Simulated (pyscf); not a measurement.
Single points on ωB97X-D3(BJ)/def2-SVP structures (PySCF, gas phase). Correlated levels are frozen-core, on RHF or UHF. ΔMP2 is the change of the MP2 total energy from the triple- to the quadruple-zeta basis.

Task: For the elementary gas-phase step •HN–SiH₂–F (SMILES [NH][SiH2]F) → [HN=SiH]• (SMILES N=[SiH]) + HF (SMILES F) (doublet surface; H–Si, F–Si broken, F–H formed), what barrier and reaction energy does CCSD(T)/def2-TZVPP + ΔMP2(QZVPP) give, measured from the reactant's lowest minimum found?

Result: ΔE‡ = 75.4 kcal/mol, ΔE = +54.6 kcal/mol. Zero-point energy shifts the barrier by -2.7 kcal/mol. It is a 1,1-elimination, with an imaginary mode of 1168i cm⁻¹. On the product side the descent ends in a complex, 8.0 kcal/mol under the separated species and 22.9 kcal/mol under the saddle at ωB97X-D3(BJ)/def2-TZVP. The same reactants have a lower exit, to HN=SiH–F + H• (no saddle counted: cutting one bond, which may have a small barrier of its own, costs +49.1 kcal/mol at ωB97M-D3(BJ), against +74.6 kcal/mol here). •HN–SiH₂–F lies 17.7 kcal/mol over its isomer H₂N–SiH•–F (electronic energy, ωB97M-D3(BJ)). One saddle was located; it need not be the lowest between these sides. The CCSD(T) − MP2 part came from Ansatz, without density fitting, on the same reference. An open-shell T1 diagnostic exceeds 0.045. A UHF reference is spin-contaminated (<S²> up to 0.90), which harms MP2 most.
